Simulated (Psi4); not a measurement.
**A workflow on SiH2O2 (SMILES O[Si]O)**

Aim: a structure relaxation (SVWN-RPA/def2-SVP), then the harmonic vibrations, then a single-point energy (MP2/def2-TZVPP), then the vertical excitations (TDA-SVWN-RPA/def2-SVP) of SiH2O2. 

Program for the calculation: Psi4 1.11.

### 1 Starting point

The species is SiH2O2 (5 atoms), meant as a singlet with charge 0. As SMILES, `O[Si]O`. All atoms were displaced at random from a relaxed shape. The run starts from this shape.

Bond lengths: O1–Si2 1.581 Å, Si2–O3 1.579 Å, O1–H4 0.910 Å, O3–H5 0.996 Å. Angles: O1–Si2–O3 97.3°, Si2–O1–H4 124.7°, Si2–O3–H5 114.8°.

### 2 A structure relaxation at SVWN-RPA/def2-SVP (density fitting) (run 1)

job.dat reads:

```
memory 1.6 GB

molecule molecule1 {
  0 1
  O
  Si 1 r2
  O 2 r3 1 a3
  H 1 r4 2 a4 3 d4
  H 3 r5 2 a5 1 d5

  r2 = 1.58098
  r3 = 1.578658
  a3 = 97.25502
  r4 = 0.910292
  a4 = 124.69618
  d4 = 11.87058
  r5 = 0.996098
  a5 = 114.82646
  d5 = -179.50907
  units angstrom
  symmetry c1
}

set {
  basis        def2-SVP
  reference    rks
  geom_maxiter 60
}

opt('svwn')
```

Command:

```bash
$ psi4 -n 1 job.dat job.out
```

job.out:

```text
[...]
  Running in c1 symmetry.
[...]
  Nuclear repulsion =  108.081221842159266
[...]
  Multiplicity = 1
[...]
  Nalpha       = 16
  Nbeta        = 16
[...]
    Number of basis functions: 56
[...]
   @DF-RKS iter   1:  -439.00126961223560    9.74073e-02   1.79322e-02 DIIS/ADIIS
[...]
   @DF-RKS iter   7:  -439.39878332204535   -2.21689e-12   5.85103e-09 DIIS
[...]
    Orbital Energies [Eh]
    ---------------------
    Doubly Occupied:
       1A    -65.144891     2A    -18.635455     3A    -18.627907
       4A     -5.059402     5A     -3.506691     6A     -3.504495
       7A     -3.500136     8A     -0.927398     9A     -0.897579
      10A     -0.523736    11A     -0.483801    12A     -0.365820
      13A     -0.341933    14A     -0.327289    15A     -0.297680
      16A     -0.234895
[...]
  @DF-RKS Final Energy:  -439.39878332204535
   => Energetics <=
    Nuclear Repulsion Energy =            102.9560769496518020
    One-Electron Energy =                -814.4376135387003615
    Two-Electron Energy =                 309.3048871368087589
    DFT Exchange-Correlation Energy =     -37.2221338698055106
    Empirical Dispersion Energy =           0.0000000000000000
    VV10 Nonlocal Energy =                  0.0000000000000000
    Total Energy =                       -439.3987833220453467
[...]
  -Total Gradient:
     Atom            X                  Y                   Z
    ------   -----------------  -----------------  -----------------
       1       -0.000006167215     0.000023326727    -0.000048267324
       2        0.000003907958    -0.000040675266    -0.000049931282
       3        0.000004803706     0.000036631984    -0.000041651288
       4        0.000002504718    -0.000151324130    -0.000065295809
       5       -0.000005255644     0.000081747431     0.000035122724
[...]
```

On the terminal:

```text
Optimizer: Optimization complete!
```

Wall time 14 s (1 thread of Intel Xeon Platinum 8488C (Sapphire Rapids), shared host); peak memory 0.28 GiB.

Steps, from the record of the run:

| step | energy from the first frame kept (eV) | largest force (eV/Å) |
| --- | --- | --- |
| 0 | 0.0000 | 4.3107 |
| 1 | -0.3876 | 1.1278 |
| 2 | -0.4210 | 0.3210 |
| 3 | -0.4310 | 0.1821 |
| 4 | -0.4362 | 0.1189 |
| 5 | -0.4370 | 0.0678 |
| 6 | -0.4372 | 0.0304 |
| 7 | -0.4373 | 0.0145 |
| 8 | -0.4373 | 0.0085 |

After the run. Bond lengths: O1–Si2 1.658 Å, Si2–O3 1.678 Å, O1–H4 0.981 Å, O3–H5 0.975 Å. Angles: O1–Si2–O3 97.4°, Si2–O1–H4 113.7°, Si2–O3–H5 115.7°.

### 3 Vibrational wavenumbers at SVWN-RPA/def2-SVP (density fitting) (run 2)

h2o2si.py reads:

```python
import psi4

psi4.set_memory('1600 MB')
psi4.set_num_threads(1)
psi4.core.set_output_file('run.log', False)

mol = psi4.geometry("""
O     -1.438335    -0.032368    -0.235911
Si    -0.165052    -0.806727     0.491596
O      1.032801     0.279514     0.043150
H     -1.183425     0.792013    -0.701536
H      1.933219     0.065648     0.348846
""")

psi4.set_options({
    'basis': 'def2-SVP',
    't': 600.0,
    'rotational_symmetry_number': 1,
})

result = psi4.frequencies("SVWN")
print(f'SVWN energy: {result:.10f} Eh')
for k in ('ZPVE', 'ENTHALPY', 'GIBBS FREE ENERGY'):
    print(f'{k}: {psi4.variable(k):.8f} Eh')
```

Command:

```bash
$ python h2o2si.py
```

run.log:

```text
[...]
  Running in c1 symmetry.
[...]
  Nuclear repulsion =  102.956050815969846
[...]
  Multiplicity = 1
[...]
  Nalpha       = 16
  Nbeta        = 16
[...]
    Number of basis functions: 56
[...]
   @DF-RKS iter   1:  -439.03915944172678   -9.82900e-02   1.73142e-02 ADIIS/DIIS
[...]
  -Total Gradient:
     Atom            X                  Y                   Z
    ------   -----------------  -----------------  -----------------
       1       -0.000050561373     0.000002948911    -0.000018901649
       2       -0.000013930189     0.000053982933    -0.000031702378
       3       -0.000055958773    -0.000003712006    -0.000002677875
       4        0.000043248652     0.000139563558    -0.000075837121
       5       -0.000022111122    -0.000077628446     0.000037946493
[...]
   @DF-RKS iter  12:  -439.39878332123465   -9.66338e-13   2.17939e-09 DIIS
[...]
  @DF-RKS Final Energy:  -439.39878332123465
   => Energetics <=
    Nuclear Repulsion Energy =            102.9560508159698458
    One-Electron Energy =                -814.4375637904707901
    Two-Electron Energy =                 309.3048629000087431
    DFT Exchange-Correlation Energy =     -37.2221332467424944
    Empirical Dispersion Energy =           0.0000000000000000
    VV10 Nonlocal Energy =                  0.0000000000000000
    Total Energy =                       -439.3987833212346459
[...]
  ==> Harmonic Vibrational Analysis <==
[...]
  Freq [cm^-1]                 288.6908            454.8872            545.4672
[...]
  IR activ [km/mol]            33.7186             166.1605            79.5503
[...]
  Freq [cm^-1]                 736.0257            751.7217            852.4509
[...]
  IR activ [km/mol]            120.7927            115.1914            146.8941
[...]
  Freq [cm^-1]                 898.9014           3675.9104           3767.6749
[...]
```

Standard output:

```text
Warning: used thermodynamics relations inappropriate for low-frequency modes: ['288.6908' '454.8872' '545.4672']
SVWN energy: -439.3987833212 Eh
ZPVE: 0.02727361 Eh
ENTHALPY: -439.35813446 Eh
GIBBS FREE ENERGY: -439.43160793 Eh
```

Run time: 19 s. Hardware: 1 thread of Intel Xeon Platinum 8488C (Sapphire Rapids), shared host; peak memory 0.29 GiB.

### 4 The energy at MP2/def2-TZVPP (density fitting, density fitting for correlation) (run 3)

job.dat reads:

```
memory 1600 MB

molecule molecule1 {
  0 1
  O     -1.438335    -0.032368    -0.235911
  Si    -0.165052    -0.806727     0.491596
  O      1.032801     0.279514     0.043150
  H     -1.183425     0.792013    -0.701536
  H      1.933219     0.065648     0.348846
  units angstrom
  symmetry c1
}

set {
  basis           def2-TZVPP
  num_frozen_docc 7
}

energy_value = energy('mp2')
```

Command:

```bash
$ psi4 job.dat job.out -n 1
```

job.out:

```text
[...]
  Running in c1 symmetry.
[...]
  Nuclear repulsion =  102.956050815969846
[...]
  Multiplicity = 1
[...]
  Nalpha       = 16
  Nbeta        = 16
[...]
    Number of basis functions: 132
[...]
   @DF-RHF iter   1:  -439.82507851835538   -9.49730e-01   4.72737e-03 DIIS/ADIIS
[...]
   @DF-RHF iter  11:  -439.97193014432611   -2.77964e-11   7.88124e-09 DIIS
[...]
    Orbital Energies [Eh]
    ---------------------
    Doubly Occupied:
       1A    -68.810931     2A    -20.570834     3A    -20.562653
       4A     -6.153362     5A     -4.256368     6A     -4.256322
       7A     -4.255387     8A     -1.357541     9A     -1.324313
      10A     -0.745976    11A     -0.702550    12A     -0.589419
      13A     -0.552312    14A     -0.550101    15A     -0.506010
      16A     -0.360974
[...]
  @DF-RHF Final Energy:  -439.97193014432611
   => Energetics <=
    Nuclear Repulsion Energy =            102.9560508159698458
    One-Electron Energy =                -814.7458537669540419
    Two-Electron Energy =                 271.8178728066580447
    Total Energy =                       -439.9719301443261088
[...]
 Multipole Moments:
 ------------------------------------------------------------------------------------
     Multipole            Electronic (a.u.)      Nuclear  (a.u.)        Total (a.u.)
 ------------------------------------------------------------------------------------
 L = 1.  Multiply by 2.5417464519 to convert [e a0] to [Debye]
 Dipole X            :         -0.2693510            1.0156428            0.7462917
 Dipole Y            :         -1.1365684            1.3336259            0.1970575
 Dipole Z            :          0.6579847           -0.6380870            0.0198977
 Magnitude           :                                                    0.7721263
[...]
```

It took 2.3 s on 1 thread of Intel Xeon Platinum 8488C (Sapphire Rapids), shared host; peak memory 0.24 GiB.

### 5 The vertical excitations at TDA-SVWN-RPA/def2-SVP (density fitting, save jk yes) (run 4)

h2o2si.in reads:

```
memory 1600 mb

molecule system {
  O
  Si 1 1.658357
  O 2 1.678057 1 97.38761
  H 1 0.980505 2 113.66005 3 -0.00695
  H 3 0.974649 2 115.69663 1 -179.97621
  symmetry c1
}

set globals {
  basis   def2-SVP
  save_jk true
}

from psi4.driver.procrouting.response.scf_response import tdscf_excitations
e_tot, wfn = energy("svwn", return_wfn=True)
states = tdscf_excitations(wfn, states=4, tda=True)
```

Command:

```bash
$ psi4 -i h2o2si.in -o h2o2si.out -n 1
```

h2o2si.out:

```text
[...]
  Running in c1 symmetry.
[...]
  Nuclear repulsion =  102.956050069552091
[...]
  Multiplicity = 1
[...]
  Nalpha       = 16
  Nbeta        = 16
[...]
    Number of basis functions: 56
[...]
   @DF-RKS iter   1:  -439.03915943690856   -9.82900e-02   1.73142e-02 ADIIS/DIIS
[...]
   @DF-RKS iter   9:  -439.39878331989848   -2.63685e-08   7.89636e-07 DIIS
[...]
  @DF-RKS Final Energy:  -439.39878331989848
   => Energetics <=
    Nuclear Repulsion Energy =            102.9560500695520915
    One-Electron Energy =                -814.4374658097131032
    Two-Electron Energy =                 309.3047523649386790
    DFT Exchange-Correlation Energy =     -37.2221199446762157
    Empirical Dispersion Energy =           0.0000000000000000
    VV10 Nonlocal Energy =                  0.0000000000000000
    Total Energy =                       -439.3987833198984845
[...]
 Multipole Moments:
 ------------------------------------------------------------------------------------
     Multipole            Electronic (a.u.)      Nuclear  (a.u.)        Total (a.u.)
 ------------------------------------------------------------------------------------
 L = 1.  Multiply by 2.5417464519 to convert [e a0] to [Debye]
 Dipole X            :          0.0000970           -0.0002318           -0.0001348
 Dipole Y            :          1.0483445           -1.7894560           -0.7411115
 Dipole Z            :          0.5088003           -0.1228431            0.3859572
 Magnitude           :                                                    0.8355892
[...]
                                    Excitation Energy         Total Energy        Oscillator Strength             Rotatory Strength
[...]
Excited State    1 (1 A):   0.19529 au   233.31 nm f = 0.1329
[...]
Excited State    2 (1 A):   0.24002 au   189.83 nm f = 0.0358
[...]
```

Run time: 4.8 s. Hardware: 1 thread of Intel Xeon Platinum 8488C (Sapphire Rapids), shared host; peak memory 0.25 GiB.

The roots found:

| excited state | energy (eV) | strength | label |
| --- | --- | --- | --- |
| 1 | 5.314 | 0.1329 | A 1 |
| 2 | 6.531 | 0.0358 | A 1 |
| 3 | 6.794 | 0.0118 | A 1 |
| 4 | 6.804 | 0.0516 | A 1 |

### 6 What came out

| quantity | value |
| --- | --- |
| run 1, SVWN-RPA/def2-SVP: total energy at the end | -439.39878 Eh |
| run 1, SVWN-RPA/def2-SVP: dipole moment | 2.12 D |
| run 1, SVWN-RPA/def2-SVP: HOMO energy | -6.39 eV |
| run 1, SVWN-RPA/def2-SVP: LUMO energy | -2.32 eV |
| run 1, SVWN-RPA/def2-SVP: HOMO–LUMO gap | 4.07 eV |
| run 2, SVWN-RPA/def2-SVP: lowest harmonic wavenumber | 289 cm⁻¹ |
| run 2, SVWN-RPA/def2-SVP: highest harmonic wavenumber | 3768 cm⁻¹ |
| run 2, SVWN-RPA/def2-SVP: zero-point energy | 71.6 kJ/mol |
| run 2, SVWN-RPA/def2-SVP: ideal-gas entropy at 600 K (symmetry number 1 as used) | 76.8 cal/(mol K) |
| run 3, MP2/def2-TZVPP: total energy | -440.55835 Eh |
| run 3, MP2/def2-TZVPP: HOMO energy (Hartree–Fock orbitals) | -9.82 eV |
| run 3, MP2/def2-TZVPP: LUMO energy (Hartree–Fock orbitals) | 1.86 eV |
| run 3, MP2/def2-TZVPP: HOMO–LUMO gap (Hartree–Fock orbitals) | 11.68 eV |
| run 3, MP2/def2-TZVPP: correlation energy (7 core orbitals frozen) | -586.4 mEh |
| run 4, TDA-SVWN-RPA/def2-SVP: ground-state or mean-field energy | -439.39878 Eh |
| run 4, TDA-SVWN-RPA/def2-SVP: dipole moment (SVWN-RPA Kohn–Sham density) | 2.12 D |
| run 4, TDA-SVWN-RPA/def2-SVP: HOMO energy (SVWN-RPA Kohn–Sham orbitals) | -6.39 eV |
| run 4, TDA-SVWN-RPA/def2-SVP: LUMO energy (SVWN-RPA Kohn–Sham orbitals) | -2.32 eV |
| run 4, TDA-SVWN-RPA/def2-SVP: HOMO–LUMO gap (SVWN-RPA Kohn–Sham orbitals) | 4.07 eV |
| run 4, TDA-SVWN-RPA/def2-SVP: lowest excitation energy | 5.31 eV |

The optimisation (run 1, SVWN-RPA/def2-SVP) took 9 steps and changed the energy by -0.437 eV. All 9 modes (run 2, SVWN-RPA/def2-SVP) are real, so the shape is a minimum at this level. The brightest of the 4 transitions from the ground state lies at 5.31 eV (233 nm, f = 0.133). Roots above 6.4 eV lie over the negative of the HOMO energy, where those of Rydberg kind are poorly described; valence roots are less touched.
